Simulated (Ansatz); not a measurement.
**Cs2AgBiBr6 (Fm-3m, No. 225)**

All values below come from HSE06 in Ansatz (plane waves, PAW).

Run with plane-wave cutoff 460 eV, 4×4×4 k mesh, Fermi–Dirac smearing 0.01 eV, no spin polarisation, scalar-relativistic PAW data made under PBE.

Cell (relaxed at this level):

Space group Fm-3m (No. 225); a = 11.417 Å, b = 11.417 Å, c = 11.417 Å, α = 90.00°, β = 90.00°, γ = 90.00°

```json
[
 {"atom": "Bi", "site": "4a", "symmetry": "m-3m", "x": "0.0000", "y": "0.0000", "z": "0.0000"},
 {"atom": "Ag", "site": "4b", "symmetry": "m-3m", "x": "0.5000", "y": "0.5000", "z": "0.5000"},
 {"atom": "Cs", "site": "8c", "symmetry": "-43m", "x": "0.2500", "y": "0.2500", "z": "0.2500"},
 {"atom": "Br", "site": "24e", "symmetry": "4m.m", "x": "0.0000", "y": "0.0000", "z": "0.2498"}
]
```
(The calculation used a cell of 10 atoms; values per cell refer to that cell.)

```
Property                                                           Value
-------------------------------------------  ---------------------------
band gap                                     2.22 eV (on the SCF k mesh)
smallest direct gap on the k points sampled                      3.35 eV
direct gap at Γ                                                  4.06 eV
```

Note: the volume lies 5 % above that of the published cell.

Spin–orbit coupling is not included; with these elements it can move the gap by several tenths of an eV or more.

Computed values are for the static lattice.

Ansatz is a program for electronic structure.
